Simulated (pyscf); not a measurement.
# Elimination: HO–Si(OH)(OH)–F -> H₂O + O=Si(OH)–F

Gas phase, singlet surface, charge 0. Bonds broken: O1–Si2, O3–H7. Bonds formed: O1–H7. Single points on ωB97X-D3(BJ)/def2-SVP structures (PySCF, gas phase). MP2 and CC: frozen core, UHF for open shells. ΔMP2 is the change of the MP2 total energy from the triple- to the quadruple-zeta basis.

Transition state (Å):

```xyz
8

O     -0.4487    -1.0999     1.3700
Si    -0.0068     0.0113    -0.0662
O     -1.1290    -0.7535    -0.8425
O     -0.0508     1.5784     0.3864
F      1.5604    -0.3188    -0.2283
H      0.2023    -1.7735     1.6182
H     -1.0596    -1.4094     0.5122
H     -0.9115     2.0059     0.3144
```

One imaginary mode, 798i cm⁻¹; descent along it reached the two sides named, in the forms told below.

```
bond    change  reactant side (Å)  saddle  product side
------  ------  -----------------  ------  ------------
O1–Si2  breaks              1.647   1.869         1.953
O3–H7   breaks              0.963   1.507         2.378
O1–H7    forms                2.7   1.098         0.976
```

Electronic energies relative to the reactant's lowest minimum found (kcal/mol):

```
level                             barrier  reaction energy  reverse barrier
--------------------------------  -------  ---------------  ---------------
ωB97X-D3(BJ)/def2-TZVP               53.6            +78.8            -25.2
PBE/def2-TZVP                        46.1            +70.1            -24.0
r²SCAN/def2-TZVP                     50.7            +77.5            -26.8
B3LYP-D3(BJ)/def2-TZVP               52.2            +75.2            -23.0
PBE0-D3(BJ)/def2-TZVP                51.4            +78.2            -26.7
M06-2X/def2-TZVP                     54.7            +82.4            -27.8
ωB97M-D3(BJ)/def2-TZVP               52.6            +77.2            -24.6
HF/def2-TZVP                         67.1            +84.8            -17.7
MP2/def2-QZVPP                       52.6            +75.6            -23.0
CCSD/def2-TZVPP                      56.5            +78.5            -21.9
CCSD(T)/def2-TZVPP                   54.0            +76.8            -22.7
CCSD(T)/def2-TZVPP + ΔMP2(QZVPP)     54.2            +76.9            -22.7
```

With CCSD(T)/def2-TZVPP + ΔMP2(QZVPP) energies and thermal terms (ideal gas, 1 atm, RRHO with modes under 100 cm⁻¹ raised to 100, one conformer, R ln 2 for chiral ones without a mode under 150 cm⁻¹), in kcal/mol:

```tsv
T (K)	ΔH‡	ΔG‡	ΔH	ΔG
298	52.4	53.3	+75.7	+65.4
600	51.4	54.5	+74.8	+55.3
900	50.7	56.3	+73.5	+45.8
1200	50.2	58.2	+72.3	+36.8
```

On the product side the descent ends in an adduct with a O–Si contact, 28.8 kcal/mol under the separated species and 3.6 kcal/mol under the saddle at ωB97X-D3(BJ)/def2-TZVP. At ωB97X-D3(BJ)/def2-TZVP, PBE, r²SCAN, B3LYP-D3(BJ), PBE0-D3(BJ), M06-2X, ωB97M-D3(BJ)/def2-TZVP, HF, MP2, CCSD, CCSD(T), CCSD(T) the saddle lies under the separated products, which points to a path from their complex (located at ωB97X-D3(BJ) alone), and parting the products costs more than the saddle. What is counted as broken (O–Si) persists as a longer contact in the product adduct; parting that adduct is a step of its own. One saddle was located; it need not be the lowest between these sides. The CCSD(T) − MP2 part came from Ansatz, without density fitting, on the same reference.
